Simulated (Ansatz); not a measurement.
# BH2− (singlet): PBE0, B3LYP over a scan of the distance B1–H2, 6-31++G**

How well do these functionals follow the top wave-function level for BH2− (singlet) over a scan of the distance B1–H2?

Program: Ansatz 0.2.0, Gaussian basis. Level of theory: 6-31++G**, all electrons in the functionals. These are calculated values, not measurements.

Plan: PBE0, B3LYP, at 0.995 Å; 1.096 Å; 1.247 Å; 1.365 Å; 1.547 Å; 1.719 Å; 1.978 Å; 2.307 Å; 2.744 Å; 3.451 Å; 4.241 Å.

16 further runs of the same task are left out: 2 for a known fault of the program, 13 that didn't finish, 1 set aside as unsound or not needed.

## Step 1: The system

The geometry derives from a PBE0/def2-TZVPD stationary point (not a proven minimum). One bond is set to the value named and the two fragments are kept rigid.

3 atoms, charge -1, spin multiplicity 1.

Atoms are counted from 1 here; the program's logs count them from 0.

Bond lengths: B1–H2 1.247 Å, B1–H3 1.247 Å. Angles: H2–B1–H3 102.0°.

No dispersion term is added. B3LYP takes the VWN-RPA correlation.

The geometry shown and the zero of energy belong to the point 1.247 Å. The yardstick, FCI, and other wave-function levels (R restricted, U unrestricted, valence and pair active spaces) come from earlier runs.

## Step 2: PBE0, 0.995 Å

in.yaml

```yaml
crystal:
  periodic: [false, false, false]
  atoms:
    - {symbol: B, position_ang: [0.000000, -0.110898, -0.015395]}
    - {symbol: H, position_ang: [0.000000, 0.515391, -0.788561]}
    - {symbol: H, position_ang: [0.000000, 0.674084, 0.953681]}
basis:
  gaussian: {orbitals: "6-31++G**"}
total_charge: -1
magnetization: {spin_polarized: true, initial_magnetization: 0}
hamiltonian: {xc: {name: PBE0}}
output: {forces: true, orbitals: {seedname: orbitals}}
```

The run is started by

```sh
ansatz run in.yaml --threads 1 --pin off --events-out ev --progress --plain --max-ram 2393MiB
```

The runs that follow: PBE0, 1.096 Å; PBE0, 1.247 Å; PBE0, 1.365 Å; PBE0, 1.547 Å; PBE0, 1.719 Å; PBE0, 1.978 Å; PBE0, 2.307 Å; PBE0, 2.744 Å; PBE0, 3.451 Å; PBE0, 4.241 Å; B3LYP, 0.995 Å; B3LYP, 1.096 Å; B3LYP, 1.247 Å; B3LYP, 1.365 Å; B3LYP, 1.547 Å; B3LYP, 1.719 Å; B3LYP, 1.978 Å; B3LYP, 2.307 Å; B3LYP, 2.744 Å; B3LYP, 3.451 Å; B3LYP, 4.241 Å.

Before running them: what should the planned runs give, taken together? Wanted: span of the FCI curve; largest miss, PBE0; largest miss, B3LYP.

**Answer**, as computed:

| quantity | value |
| --- | --- |
| span of the FCI curve | 275.1 kJ/mol |
| largest miss, PBE0 | +23.5 kJ/mol (3.451 Å) |
| largest miss, B3LYP | +3.0 kJ/mol (3.451 Å) |

In words: Of the functionals, B3LYP keep the smallest largest miss at the points compared (at most 3.0 kJ/mol) and PBE0 strays most (23.5 kJ/mol, at 3.451 Å). PBE0, B3LYP clearly break the spin symmetry at some points (⟨S²⟩ up to 0.60 above the pure value), so energy there is bought with a mixed spin. Functionals and the yardstick converge differently with the basis, so part of each miss in 6-31++G** is the basis.
